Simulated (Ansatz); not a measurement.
Basis-set extrapolation for C3H5FOS, SMILES `CSC1(F)CO1` (PBE0-D4/def2-TZVP geometry, frozen core, the Gaussian-basis code of Ansatz). Multiplicity 1, RHF reference.

```
                      def2-TZVPP   def2-QZVPP
                 HF  -688.423510  -688.447847
    MP2 correlation    -1.156159    -1.247107
CCSD(T) correlation    -1.240833      not run
```

Energies in hartree. Use E(X) = E(∞) + A·exp(−7.88·√X) for Hartree–Fock and E(X) = E(∞) + B·X^(−2.97) for correlation, with X = 3 and 4, and add CCSD(T) minus MP2 of the smaller set to the MP2 limit.

Problem. What is the CCSD(T) energy at the basis-set limit?

Solution. HF limit: -688.447847 + (-0.024337) × 0.13774 = -688.45120. MP2 limit: -1.247107 + (-0.090948) × 0.74074 = -1.31448. Higher-order term: -1.240833 − (-1.156159) = -0.08467. Total: -689.85035 hartree, 488.4 kJ/mol below CCSD(T)/def2-TZVPP.
